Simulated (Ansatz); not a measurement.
Working through vertical and adiabatic energies of changing the electron count of BF

Computed with the Python package of Ansatz (0.2.0).

`bf.xyz`
```text
2

B     0.00000    0.00000    0.00000
F     0.00000    0.00000    1.43000
```

The cells in order, each with its output:

**Cell 1**
```python
import itertools

import ansatz
from ase.data import atomic_numbers, covalent_radii
import numpy as np
```

**Cell 2**
```python
geometry = ansatz.Crystal.molecule_from_extxyz('bf.xyz')
```

**Cell 3**
```python
base = (
    geometry.calculation()
    .basis(gaussian='6-31G*')
    .functional('r2SCAN')
)
symbols = [site.symbol for site in geometry.cartesian_sites]
start = np.array([site.position_ang for site in geometry.cartesian_sites], dtype=float)
r = base.relax(force_tolerance=0.01).run(threads=1, backend='cpu').report
end = np.array(r['positions_ang'])

minimum = ansatz.Crystal.molecule()
for symbol, place in zip(symbols, end):
    minimum = minimum.atom(symbol, place.tolist())
ion = (
    minimum.calculation()
    .basis(gaussian='6-31G*')
    .functional('r2SCAN')
    .charge(1)
    .spin('collinear', total=1)
)
vertical = ion.run(threads=1, backend='cpu').report
settled = ion.relax(force_tolerance=0.01, max_steps=80).run(threads=1, backend='cpu').report
print(f'vertical ionisation energy   {vertical["free_energy_ev"] - r["free_energy_ev"]:.3f} eV')
print(f'adiabatic, no zero point     {settled["free_energy_ev"] - r["free_energy_ev"]:.3f} eV')
print(f'relaxation energy of the ion {vertical["free_energy_ev"] - settled["free_energy_ev"]:.3f} eV')
ionised = np.array(settled['positions_ang'])
# pairs closer than 1.2 times the sum of covalent radii, before or after
radius = [covalent_radii[atomic_numbers[s]] for s in symbols]
span = lambda where, i, j: np.linalg.norm(where[i] - where[j])
bonded = [(i, j) for i, j in itertools.combinations(range(len(symbols)), 2) if min(span(end, i, j), span(ionised, i, j)) < 1.2 * (radius[i] + radius[j])]
print('pair        before    after (A)')
for i, j in bonded:
    print(f'{symbols[i]}{i}-{symbols[j]}{j}'.ljust(10), f'{span(end, i, j):8.4f} {span(ionised, i, j):8.4f}')
```
Output:
```text
vertical ionisation energy   10.578 eV
adiabatic, no zero point     10.490 eV
relaxation energy of the ion 0.088 eV
pair        before    after (A)
B0-F1        1.2771   1.2248
```

What to keep in mind:
- The energies are electronic: no zero-point or thermal terms, and the basis set is short of its limit. The product may relax into another structure. Each relaxation finds its nearest minimum, which needn't be the lowest.
- The spin state was assumed, and another may lie lower.
- Hardware and time: 8.9 s on 1 thread of Arm Neoverse V1, with other jobs on the host, peak memory 0.18 GiB.
